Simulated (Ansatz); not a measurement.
# HSO− (SMILES O[S-]): functionals against CCSD(T) at one geometry

Aim: energy, forces and dipole at a structure displaced at random from a GFN2-xTB minimum, from CCSD(T) and from density functionals.

The runs use Ansatz 0.2.0, Gaussian basis; single points in def2-TZVPPD.

Cores are frozen in the correlated methods. B3LYP uses VWN-RPA correlation.

## 1. The starting structure

SMILES `O[S-]`, 3 atoms, charge -1, spin multiplicity 1.

Atoms are counted from 1 here; the program's logs count them from 0.

Bond lengths: O1–S2 1.820 Å, O1–H3 1.052 Å. Angles: S2–O1–H3 97.6°.

As a file:

```
O    -0.14580   -0.66040   -0.13570
S     0.95550    0.62700    0.53050
H    -0.73790   -0.03750   -0.74280
```

## 2. CCSD(T)/def2-TZVPPD

File run/in.yaml:

```yaml
crystal:
  periodic: [false, false, false]
  atoms:
    - {symbol: O, position_ang: [-0.145800, -0.660400, -0.135700]}
    - {symbol: S, position_ang: [0.955500, 0.627000, 0.530500]}
    - {symbol: H, position_ang: [-0.737900, -0.037500, -0.742800]}
basis:
  gaussian: {orbitals: "def2-TZVPPD.json"}
total_charge: -1
correlation: {method: ccsd_t}
output: {forces: true}
```

The basis file named in the input lies beside it (Basis Set Exchange, JSON).

No record of the launch command was kept for these runs.

## 3. PBE0-D4/def2-TZVPPD

run/in.yaml, as its differences from that of step 2:

```diff
@@ -9,3 +9,3 @@
 total_charge: -1
-correlation: {method: ccsd_t}
-output: {forces: true}
+hamiltonian: {xc: pbe0, dispersion: d4}
+output: {forces: true, orbitals: {seedname: orbitals}}
```

## 4. wB97M-V/def2-TZVPPD

run/in.yaml, as its differences from that of step 3:

```diff
@@ -9,3 +9,3 @@
 total_charge: -1
-hamiltonian: {xc: pbe0, dispersion: d4}
-output: {forces: true, orbitals: {seedname: orbitals}}
+hamiltonian: {xc: {name: wB97M-V}}
+output: {forces: true}
```

## 5. r2SCAN-D4/def2-TZVPPD

run/in.yaml, as its differences from that of step 4:

```diff
@@ -9,3 +9,3 @@
 total_charge: -1
-hamiltonian: {xc: {name: wB97M-V}}
+hamiltonian: {xc: r2scan, dispersion: d4}
 output: {forces: true}
```

## 6. PBE-D4/def2-TZVPPD

run/in.yaml, as its differences from that of step 5:

```diff
@@ -9,3 +9,3 @@
 total_charge: -1
-hamiltonian: {xc: r2scan, dispersion: d4}
+hamiltonian: {xc: pbe, dispersion: d4}
 output: {forces: true}
```

## 7. r2SCANh-D4/def2-TZVPPD

run/in.yaml, as its differences from that of step 6:

```diff
@@ -9,3 +9,3 @@
 total_charge: -1
-hamiltonian: {xc: pbe, dispersion: d4}
+hamiltonian: {xc: {name: r2SCANh}, dispersion: d4}
 output: {forces: true}
```

## 8. B3LYP-D4/def2-TZVPPD

run/in.yaml, as its differences from that of step 7:

```diff
@@ -9,3 +9,3 @@
 total_charge: -1
-hamiltonian: {xc: {name: r2SCANh}, dispersion: d4}
+hamiltonian: {xc: {name: B3LYP}, dispersion: d4}
 output: {forces: true}
```

(Steps that only read results are left out.)

What does the calculation give? Wanted: RMS force component; RMS force error; HOMO and LUMO, PBE0-D4; T1 diagnostic.

**Answer**, as computed:

```
              quantity                                                                                               value
   RMS force component                                                                1.466 to 1.784 eV/Å over the methods
       RMS force error  PBE0-D4 0.234, wB97M-V 0.193, r2SCAN-D4 0.067, PBE-D4 0.194, r2SCANh-D4 0.177, B3LYP-D4 0.052 eV/Å
HOMO and LUMO, PBE0-D4                                                                                    0.34 and 3.82 eV
         T1 diagnostic                                                                                               0.016
```

In words: For forces B3LYP-D4 does best and PBE0-D4 worst. Frozen-core CCSD(T) forces in triple zeta carry basis errors of their own, and this is one geometry, so small gaps rank nothing.
